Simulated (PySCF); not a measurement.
propyne (C₃H₄), SMILES C#CC. Atoms are numbered in the order given.

```xyz
7

C      0.0000     0.0000    -1.2416
C      0.0000     0.0000     0.2209
C      0.0000     0.0000     1.4192
H      0.8854     0.5112    -1.6253
H     -0.8854     0.5112    -1.6253
H      0.0000    -1.0224    -1.6253
H      0.0000     0.0000     2.4846
```

Coordinates come from a ωB97X-D3(BJ)/def2-TZVP optimisation.

Two levels are set side by side: PBE/pcJ-1 (PySCF) and B3LYP/pcJ-1 (PySCF). One-bond couplings, all four terms, same geometry. Isotopes: 13C, 1H. Differences are taken from unrounded values.

```
quantity        B3LYP
--------------  -----
¹J(C1,C2) (Hz)   74.1
¹J(C2,C3) (Hz)  213.7
¹J(C1,H4) (Hz)  137.9
¹J(C1,H5) (Hz)  137.9
¹J(C1,H6) (Hz)  137.9
¹J(C3,H7) (Hz)  267.0
```

Q: What does PBE give, and how far is it from B3LYP? (An estimate is asked for; the answer gives what the named calculation found.)

A: 
```json
[
 {"quantity": "¹J(C1,C2) (Hz)", "PBE": "65.1", "PBE minus B3LYP": "-9.0"},
 {"quantity": "¹J(C2,C3) (Hz)", "PBE": "201.7", "PBE minus B3LYP": "-12.1"},
 {"quantity": "¹J(C1,H4) (Hz)", "PBE": "126.0", "PBE minus B3LYP": "-11.9"},
 {"quantity": "¹J(C1,H5) (Hz)", "PBE": "126.0", "PBE minus B3LYP": "-11.9"},
 {"quantity": "¹J(C1,H6) (Hz)", "PBE": "126.0", "PBE minus B3LYP": "-11.9"},
 {"quantity": "¹J(C3,H7) (Hz)", "PBE": "247.1", "PBE minus B3LYP": "-20.0"}
]
```

Rough cost on one machine, each run with all the roots and properties that it gave: B3LYP against PBE within a factor of 2.
